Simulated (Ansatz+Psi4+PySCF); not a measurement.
doublet H2F2(+) in separate pieces: levels of theory in one basis

| atom | x (Å) | y (Å) | z (Å) |
| --- | --- | --- | --- |
| F | 0.0934 | 0.0000 | -3.0000 |
| H | -0.8405 | 0.0000 | -3.0000 |
| F | -0.0934 | 0.0000 | 3.0000 |
| H | 0.8505 | 0.0000 | 3.0000 |

Basis set: cc-pVTZ (spherical functions). Frozen core: 2 orbitals. Correlation on ROHF uses semicanonical orbitals with singles. Charge 1, multiplicity 2.

Computed with Ansatz (development build ahead of 0.2.0) and Psi4 1.11; each method stands on the lowest determinant of its kind that the runs found.

| method | E − E(ROHF) (eV) | <S²> of the determinant |
| --- | --- | --- |
| ROHF | 0.00 | 0.75 |
| UHF | -0.14 | 0.75 |
| ROHF-MP2 | -13.07 | – |
| UHF-MP2 | -13.07 | 0.75 |
| ROHF-CCSD | -13.47 | – |
| UHF-CCSD | -13.47 | 0.75 |
| ROHF-CCSD(T) | -13.75 | – |
| UHF-CCSD(T) | -13.76 | 0.75 |

Caution for ROHF-MP2, UHF-MP2: MP2 on this radical cation hangs on the determinant chosen.
